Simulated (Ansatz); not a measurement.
**What a trial cell of KTi relaxes into**

The calculation used Ansatz, DFT PBE, scalar-relativistic, plane waves, PAW. Cutoff 420 eV, Γ-centred k mesh, Gaussian smearing, no spin polarisation in the final step.

The start puts KTi on the caesium chloride structure type (Pm-3m, No. 221), with K in place of Cs, Ti in place of Cl, at a guessed volume.

```
CELL_PARAMETERS angstrom
3.74557 0.00000 0.00000
0.00000 3.74557 0.00000
0.00000 0.00000 3.74557
ATOMIC_POSITIONS crystal
K 0.00000 0.00000 0.00000
Ti 0.50000 0.50000 0.50000
```

Cell and atoms relax at zero pressure; the relaxation can't lower the symmetry of the start. After a coarse first stage the cell is made exact in the group found at 0.06 Å.

Energies over the elements count from the elements' standard structures at the same level, with no empirical corrections.

(1) Which crystal results?

(2) What are its volume, energy, density and gap?

Answers

(1) It keeps Pm-3m (No. 221). The result has the caesium chloride structure. Conventional cell: a = 3.999 Å. K is coordinated by 8 Ti at 3.46 Å and 6 K at 4.00 Å; Ti has 8 K at 3.46 Å and 6 Ti at 4.00 Å.

Space group Pm-3m (No. 221). a = 3.999 Å, b = 3.999 Å, c = 3.999 Å, α = 90.00°, β = 90.00°, γ = 90.00°
| atom | site | symmetry | x | y | z |
| --- | --- | --- | --- | --- | --- |
| K | 1a | m-3m | 0.0000 | 0.0000 | 0.0000 |
| Ti | 1b | m-3m | 0.5000 | 0.5000 | 0.5000 |

(2) The volume per atom is 31.98 Å³. The density is 2.26 g/cm³ and the energy over the elements is 1.74 eV/atom. The gap on the 14×14×14 mesh is 0 eV (a metal).

The final run used a 14×14×14 mesh on its 2-atom cell and 0.10 eV smearing. For metals, differences of a few meV/atom aren't resolved. Symmetry constrained the relaxation, so the result can be a saddle point. The steps took about 30 core-seconds in all.

Cost: 3 runs of about 0.55 core-minutes in all, on Arm Neoverse V1 (shared hosts).